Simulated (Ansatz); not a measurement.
System: SiF4, charge 0, singlet. SiF4 (tetrafluorosilane, SMILES F[Si](F)(F)F).
B3LYP-D3(BJ)/def2-TZVP minimum from Ansatz (a program for electronic structure):
```
Si
F 1 1.5673
F 1 1.5673 2 109.47
F 1 1.5673 2 109.47 3 -120.00
F 1 1.5673 2 109.47 4 -120.00
```

Quantity: atomisation energy (electronic, to ground-state atoms), in kJ/mol. UHF or UKS for unpaired electrons; spin-orbit terms are left out. CBS(X,Y): correlation extrapolated as X^-3, Hartree-Fock from the larger set (Q,5: extrapolated as (X+1)exp(-9√X)). A bracket is a step between two methods taken in the basis named. Functionals run without relativity, which enters their misses. '+ core + X2C': CCSD(T) terms for core correlation (cc-pwCVTZ, 1s frozen past Ne) and scalar relativity (cc-pVTZ-DK).

CCSD(T)/CBS(cc-pV(Q+d)Z,cc-pV(5+d)Z) + [CCSDT(Q) - CCSD(T)]/cc-pV(D+d)Z + core + X2C (Ansatz) gives 2412.0 kJ/mol.

What does PBE/def2-TZVPD (Ansatz) give here, and how do the other levels compare?

PBE gives 2381.0 kJ/mol, 31.0 kJ/mol below it. Differences of the others: r2SCAN/def2-TZVPD (Ansatz) -37.6; B3LYP/def2-TZVPD (Ansatz) -92.8; PBE0/def2-TZVPD (Ansatz) -98.7; CCSD(T)/CBS(cc-pV(Q+d)Z,cc-pV(5+d)Z) + core + X2C (Ansatz) -3.1 kJ/mol. Nearer than PBE: CCSD(T)/CBS(cc-pV(Q+d)Z,cc-pV(5+d)Z) + core + X2C.
